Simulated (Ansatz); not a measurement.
We consider ZnLu₂S₄ (Pnma, No. 62; cell taken from a computed entry), described by LDA (Ansatz, an electronic-structure program, plane waves, PAW).

Run with plane-wave cutoff 520 eV, 4×6×6 k mesh (along the axes of the cell as run), Fermi–Dirac smearing 0.01 eV, scalar-relativistic PAW data made under PBE.

Cell (relaxed with PBEsol):

```cif
data_Lu8S16Zn4
_chemical_formula_sum 'Lu8 Zn4 S16'
_space_group_name_H-M_alt 'P 1'
_space_group_IT_number 1
_cell_length_a 13.11410
_cell_length_b 7.62313
_cell_length_c 6.18708
_cell_angle_alpha 90.000
_cell_angle_beta 90.000
_cell_angle_gamma 90.000
loop_
_space_group_symop_operation_xyz
  'x, y, z'
loop_
_atom_site_label
_atom_site_type_symbol
_atom_site_fract_x
_atom_site_fract_y
_atom_site_fract_z
_atom_site_occupancy
Lu1 Lu 0.50000 0.50000 0.50000 1
Lu2 Lu 0.00000 0.50000 0.00000 1
Lu3 Lu 0.00000 0.00000 0.00000 1
Lu4 Lu 0.50000 0.00000 0.50000 1
Lu5 Lu 0.73596 0.75000 0.00254 1
Lu6 Lu 0.26404 0.25000 0.99746 1
Lu7 Lu 0.76404 0.25000 0.50254 1
Lu8 Lu 0.23596 0.75000 0.49746 1
Zn1 Zn 0.90874 0.75000 0.59054 1
Zn2 Zn 0.09126 0.25000 0.40946 1
Zn3 Zn 0.59126 0.25000 0.09054 1
Zn4 Zn 0.40874 0.75000 0.90946 1
S1 S 0.66872 0.49070 0.25830 1
S2 S 0.33128 0.50930 0.74170 1
S3 S 0.83128 0.50930 0.75830 1
S4 S 0.16872 0.49070 0.24170 1
S5 S 0.16872 0.00930 0.24170 1
S6 S 0.83128 0.99070 0.75830 1
S7 S 0.33128 0.99070 0.74170 1
S8 S 0.66872 0.00930 0.25830 1
S9 S 0.07246 0.75000 0.74601 1
S10 S 0.92754 0.25000 0.25399 1
S11 S 0.42754 0.25000 0.24601 1
S12 S 0.57246 0.75000 0.75399 1
S13 S 0.91015 0.75000 0.22438 1
S14 S 0.08985 0.25000 0.77562 1
S15 S 0.58985 0.25000 0.72438 1
S16 S 0.41015 0.75000 0.27562 1
```

Problem. Give the computed band gap.

Solution. 
- band gap = 1.99 eV

Note: cell and atoms aren't relaxed at this level (largest force component 0.09 eV/Å, pressure -2.5 GPa).

Spin–orbit coupling is not included.

Computed values are for the static lattice.

The result took roughly 23 core-minutes.
